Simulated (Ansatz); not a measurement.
MgSiP₂ (I-42d, No. 122, 8 atoms in the cell) was calculated with PBE0 (Ansatz, a quantum-chemistry and plane-wave program, PAW).

Settings: plane-wave cutoff 460 eV, 6×6×6 k mesh, Fermi–Dirac smearing 0.01 eV, scalar-relativistic PAW data made under PBE.

Cell (relaxed at this level):

```
MgP2Si
1.0
   -2.85883     2.85883     5.08362
    2.85883    -2.85883     5.08362
    2.85883     2.85883    -5.08362
Mg Si P
2 2 4
Direct
  0.00000   0.00000   0.00000
  0.75000   0.25000   0.50000
  0.50000   0.50000   0.00000
  0.25000   0.75000   0.50000
  0.87500   0.83199   0.45699
  0.16801   0.62500   0.04301
  0.37500   0.41801   0.54301
  0.58199   0.12500   0.95699
```

**Question.** Predict the band gap.

**Answer.** 
- band gap: 2.65 eV (on the SCF k mesh) (direct)

Note: the relaxation could not lower the start's symmetry, so the cell can be a saddle point above a distorted one.

Static lattice: no zero-point or thermal effects.
